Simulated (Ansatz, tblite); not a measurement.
**BCl2Br (BBrCl2): a ladder of methods and basis sets**

The task here is to estimate one member of a computed series from the others.

The runs use Ansatz 0.2.0, Gaussian basis; as each input shows.

Levels to be run: GFN1-xTB, GFN2-xTB, PBE-D4/def2-TZVP, r2SCAN-D4/def2-TZVP, HSE06-D4/def2-TZVP, BHLYP-D4/def2-TZVP, B97M-V/def2-TZVP, HF/def2-TZVP, ωB97X-V/def2-TZVP, B3LYP-D4/def2-TZVP, PBE-QIDH/def2-TZVP, PBE-D4/def2-SVP, PBE0-D4/def2-SVP, HF/STO-3G, HF/6-31G, B3LYP-D4/6-31G, CCSD(T)/def2-TZVPP, MP2/def2-TZVP, RPA/def2-TZVP.

### The geometry

The geometry is that of the singlet, from an earlier relaxation (B3LYP-D4/def2-SVP).

4 atoms, charge 0, spin multiplicity 1.

Bond lengths: B1–Cl2 1.749 Å, B1–Cl3 1.749 Å, B1–Br4 1.914 Å. Angles: Cl2–B1–Cl3 120.0°, Cl2–B1–Br4 120.0°, Cl3–B1–Br4 120.0°.

PBE0-D4/def2-TZVP was run before; its log isn't repeated, and its numbers join the tables.

The first run:

Tight binding, by tblite at 300 K electronic temperature and without a spin-polarisation term:

```python
tblite.interface.Calculator('GFN1-xTB', numbers, positions, charge=0, uhf=0).singlepoint()
```

Tight binding, by tblite at 300 K electronic temperature and without a spin-polarisation term:

```python
tblite.interface.Calculator('GFN2-xTB', numbers, positions, charge=0, uhf=0).singlepoint()
```

start.molden holds the orbitals of an earlier run on this state, given as this run's starting guess.

File in.yaml:

```yaml
crystal:
  periodic: [false, false, false]
  atoms:
    - {symbol: B, position_ang: [0.021012, 0.035138, 0.000441]}
    - {symbol: Cl, position_ang: [1.769595, 0.008838, 0.023542]}
    - {symbol: Cl, position_ang: [-0.829457, 1.563347, -0.005840]}
    - {symbol: Br, position_ang: [-0.961160, -1.607333, -0.018134]}
basis:
  gaussian: {orbitals: def2-TZVP, initial_orbitals: start.molden}
hamiltonian: {xc: pbe, dispersion: d4}
scf: {omitted_lower_state_checks: [starts]}
output: {orbitals: {seedname: orbitals}}
```

Run with:

```bash
> ansatz run in.yaml --threads 2 --pin off --events-out ev --progress --plain --max-ram 4352MiB
```

Steps of the session up to this table: PBE-D4/def2-TZVP; r2SCAN-D4/def2-TZVP; HSE06-D4/def2-TZVP; BHLYP-D4/def2-TZVP; B97M-V/def2-TZVP; HF/def2-TZVP; ωB97X-V/def2-TZVP; B3LYP-D4/def2-TZVP; PBE-QIDH/def2-TZVP; PBE-D4/def2-SVP; PBE0-D4/def2-SVP; HF/STO-3G; HF/6-31G; B3LYP-D4/6-31G; CCSD(T)/def2-TZVPP; MP2/def2-TZVP; RPA/def2-TZVP.

One table of the session follows, with a row left open; its other results are not shown here.

It belongs to the step «Levels side by side». 

```
              level  HOMO (eV)  gap (eV)
          HF/STO-3G      -9.79     14.37
           HF/6-31G     -12.02     13.48
       HF/def2-TZVP     -11.73     13.61
    PBE-D4/def2-SVP      -7.13      4.67
   PBE-D4/def2-TZVP      -7.34      4.56
r2SCAN-D4/def2-TZVP      -7.69      5.16
   B97M-V/def2-TZVP      -7.77      5.39
     B3LYP-D4/6-31G      -8.51      6.33
 B3LYP-D4/def2-TZVP      -8.40      6.35
   PBE0-D4/def2-SVP      -8.56      6.91
  PBE0-D4/def2-TZVP      -8.69      6.79
 HSE06-D4/def2-TZVP          ?         ?
 BHLYP-D4/def2-TZVP      -9.85      9.06
  ωB97X-V/def2-TZVP     -11.07     11.40
```

Estimate the missing values for HSE06-D4/def2-TZVP.

The run gave: HOMO (eV): -8.29; gap (eV): 6.01. In the column «HOMO (eV)» it lies between B3LYP-D4/def2-TZVP (-8.40) and B97M-V/def2-TZVP (-7.77).
